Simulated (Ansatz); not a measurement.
C3H4O2, SMILES `O=CC1CO1`. Total charge 0; spin multiplicity 1.

```xyz
9

O    -1.913   -1.091    0.955
C    -0.780   -0.940    0.592
C    -0.362    0.067   -0.415
C     0.883    0.808   -0.170
O     0.841   -0.240   -1.104
H     0.060   -1.548    0.993
H    -1.154    0.525   -1.002
H     0.969    1.810   -0.581
H     1.456    0.610    0.733
```

(1) What are the harmonic wavenumbers in cm⁻¹ at PBE0-D4/def2-TZVP (Ansatz, finite differences of forces, unscaled)? (Best estimate.)

(2) Is this a minimum?

(3) Give the ideal-gas thermochemistry at 298.15 K and 1 bar (rigid rotor, harmonic oscillator; point group C1, symmetry number 1).

Answers

(1) The calculation gave: 132, 301, 354, 516, 870, 895, 935, 1024, 1099, 1156, 1158, 1181, 1261, 1353, 1434, 1521, 1844, 2912, 3107, 3169, 3201.

(2) Yes, all 21 modes are real.

(3) Zero-point energy 176.0 kJ/mol; H(298) − E = 191.1 kJ/mol; entropy 295.3 J/(mol·K), of which translation 162.2, rotation 104.3, vibration 28.8; G(298) − E = 103.1 kJ/mol.
